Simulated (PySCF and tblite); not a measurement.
Results of a calculation; reference values are marked as such.
System: C4H9N, numbered as in [CH3:1][N:2]1[CH2:3][CH2:4][CH2:5]1.

Motion: pyramidal inversion at N2. GFN2-xTB gives an electronic barrier of 6.9 kcal/mol.

Problem. What does PBE0/pcSseg-1 + D3(BJ) give on PBE0-D3(BJ)/def2-SVP geometries?

Solution. A barrier of 6.5 kcal/mol, 0.4 below the tight-binding barrier (from unrounded values) and, with GFN2-xTB thermal terms, ΔG‡(298 K) = 5.0 kcal/mol and k = 2.5×10⁹ s⁻¹ (2 equivalent paths).

Problem. And the level of the geometries itself, PBE0-D3(BJ)/def2-SVP?

Solution. 5.3 kcal/mol.

Programs: tblite and PySCF.
